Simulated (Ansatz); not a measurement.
`FC1CC1(F)F` + H₂ → `FC1(F)CC1` + H–F at 298.15 K and 1 bar (hydrogenolysis of a C–F bond).

Gas-phase electronic energies from Ansatz, PBE0-D4/def2-TZVP geometries. CBS: MP2 limit from def2 TZ/QZ plus the TZ coupled-cluster correction, frozen cores. This one scheme is used for every species.

```tsv
species	CCSD(T)/CBS energy (Eh)	H − E (kJ/mol)	S (J/(mol·K))
`FC1CC1(F)F`	-415.27314	168.7	308.7
H₂	-1.17544	35.1	130.4
`FC1(F)CC1`	-316.10173	187.2	282.5
H–F	-100.39570	33.5	173.6
```

H − E and S are ideal-gas, rigid-rotor, harmonic terms from PBE0-D4/def2-TZVP, for one conformer and one mirror image of each species. The MP2-based limit puts H₂ 0.8 mEh under its directly extrapolated value; such offsets cancel only in part. 1 Eh = 2625.50 kJ/mol, R = 8.31446 J/(mol·K).

Question: By hand: ΔE, ΔH, ΔS and ΔG.

Answer: ΔE = (-316.10173) + (-100.39570) − (-415.27314) − (-1.17544) = -0.04885 Eh = -128.3 kJ/mol. Δ(H − E) = 187.2 + 33.5 − 168.7 − 35.1 = 16.9, so ΔH = -111.4 kJ/mol. ΔS = 282.5 + 173.6 − 308.7 − 130.4 = 17.0 J/(mol·K). ΔG = -111.4 − 298.15 × (17.0)/1000 = -116.5 kJ/mol.

Question: By hand: the equilibrium constant, and the temperature at which ΔG would vanish if ΔH and ΔS stayed fixed.

Answer: log₁₀ K = −ΔG/(RT ln 10) = 20.4. ΔH and −TΔS have one sign here, so there is no such temperature.

ΔH outweighs TΔS. A doubt of 5 kJ/mol in ΔE shifts log₁₀ K by 0.9 here. Other conformers and mirror images would add mixing entropy, several J/(mol·K) or more a flexible species. These are equilibria of isolated gas molecules and say nothing of rates. Largest T1 diagnostic: 0.011 (customary marks: 0.02 for closed shells, 0.045 for open ones).
